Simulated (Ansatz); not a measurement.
Cost and result for the atomization energy of C₄H₅ClO, SMILES `OC1=C(CCl)C1` (11 atoms, 11 bonds).

```tsv
atom	x (Å)	y (Å)	z (Å)
O1	1.8086	-1.1711	0.9598
C2	0.7101	-0.4941	0.6581
C3	0.0215	0.1526	-0.2184
C4	-0.2341	0.6666	-1.5549
Cl5	-1.6131	-0.1919	-2.3436
C6	-0.5751	0.0128	1.1773
H7	1.7746	-1.4191	1.8893
H8	0.6282	0.5310	-2.2052
H9	-0.5195	1.7182	-1.5413
H10	-0.5951	0.8758	1.8486
H11	-1.4062	-0.6808	1.3303
```

Total charge 0; spin multiplicity 1. The structure was optimised at the PBE0-D4/def2-TZVP level. It is one conformer, not always the lowest. Program: Ansatz. All runs use 4 threads of an Arm Neoverse V1 on a shared host. Times are those of one run each, without the atoms' runs, and a repeat can differ threefold. Electronic energies, without spin–orbit coupling; frozen cores. CCSD(T)/CBS adds CCSD(T) − MP2 in def2-TZVPP to the MP2 limit, and its time is that of the two runs behind it. T1 = 0.011. B3LYP takes the VWN-RPA correlation (the form of Gaussian; ORCA's B3LYP/G).

CCSD(T)/CBS is a level of theory with its own doubt, some kJ/mol a heavy atom from the limit and from the frozen cores, so smaller differences don't rank the functionals.

```json
{"level": "PBE-D4/def2-TZVPP (with forces)", "functions": "267", "wall time": "2.7 s", "atomization (kcal/mol)": "1105.5", "difference from CCSD(T)/CBS": "47.6", "per bond": "4.3"}
{"level": "PBE0-D4/def2-TZVPP", "functions": "267", "wall time": "3.2 s", "atomization (kcal/mol)": "1077.4", "difference from CCSD(T)/CBS": "19.5", "per bond": "1.8"}
{"level": "r2SCAN-D4/def2-TZVPP (with forces)", "functions": "267", "wall time": "5.5 s", "atomization (kcal/mol)": "1068.5", "difference from CCSD(T)/CBS": "10.6", "per bond": "1.0"}
{"level": "B3LYP-D4/def2-TZVPP (with forces)", "functions": "267", "wall time": "5.5 s", "atomization (kcal/mol)": "1058.8", "difference from CCSD(T)/CBS": "0.9", "per bond": "0.1"}
{"level": "B2PLYP/def2-TZVPP", "functions": "267", "wall time": "6.5 s", "atomization (kcal/mol)": "1049.2", "difference from CCSD(T)/CBS": "-8.7", "per bond": "-0.8"}
{"level": "ωB97X-V/def2-TZVPP", "functions": "267", "wall time": "8 s", "atomization (kcal/mol)": "1062.4", "difference from CCSD(T)/CBS": "4.5", "per bond": "0.4"}
{"level": "ωB97M-V/def2-TZVPP (with forces)", "functions": "267", "wall time": "12 s", "atomization (kcal/mol)": "1064.9", "difference from CCSD(T)/CBS": "7.0", "per bond": "0.6"}
{"level": "MP2/def2-QZVPP", "functions": "505", "wall time": "28 s", "atomization (kcal/mol)": "1078.2", "difference from CCSD(T)/CBS": "20.3", "per bond": "1.8"}
{"level": "CCSD(T)/def2-TZVPP", "functions": "267", "wall time": "4.3 min", "atomization (kcal/mol)": "1029.1", "difference from CCSD(T)/CBS": "-28.8", "per bond": "-2.6"}
{"level": "CCSD(T)/CBS(def2)", "functions": "–", "wall time": "4.7 min", "atomization (kcal/mol)": "1057.9", "difference from CCSD(T)/CBS": "0.0", "per bond": "0.0"}
```

The D4 term adds +8.6 kcal/mol with B3LYP and +4.5 kcal/mol with PBE0; it sums over pairs of atoms, weighted by their polarisabilities, and B3LYP, whose exchange is more repulsive, gets the larger term. From PBE to PBE0 (25 % exact exchange), in def2-TZVPP and without D4, the atomization energy moves by −27.2 kcal/mol: exact exchange takes away binding that semilocal exchange gives to molecules. In def2-TZVPP, CCSD(T) changes the Hartree–Fock value by +286.1 kcal/mol (the triples alone add +21.4 kcal/mol) and MP2 by +318.3 kcal/mol; breaking electron pairs costs correlation energy, which Hartree–Fock lacks.
